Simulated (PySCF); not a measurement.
Homolysis of single bonds, series B Br-SiH3. All species are isolated molecules in the gas phase. Strings in code marks are SMILES.

The highest occupied spin orbital from two functionals at the same geometries (PBE0-D3(BJ)/def2-TZVP), both in PySCF: PBE-D3(BJ)/def2-TZVP and ωB97X-D3(BJ)/def2-TZVP. 

```csv
species,PBE-D3(BJ)/def2-TZVP (eV),ωB97X-D3(BJ)/def2-TZVP (eV)
radical fragment (`Br[B]Br`),-5.04,-8.57
radical fragment (`[SiH3]`),-5.32,-8.59
radical fragment (`[B]([SiH3])Br`),-4.55,-7.98
radical fragment (`[SiH3][B][SiH3]`),-4.56,-7.89
```

Over these rows, drawn at random from the members with no instability flagged (it was tested for open shells, ions and some series alone), PBE minus ωB97X-D3(BJ): mean +3.39 eV, from +3.27 eV to +3.53 eV.
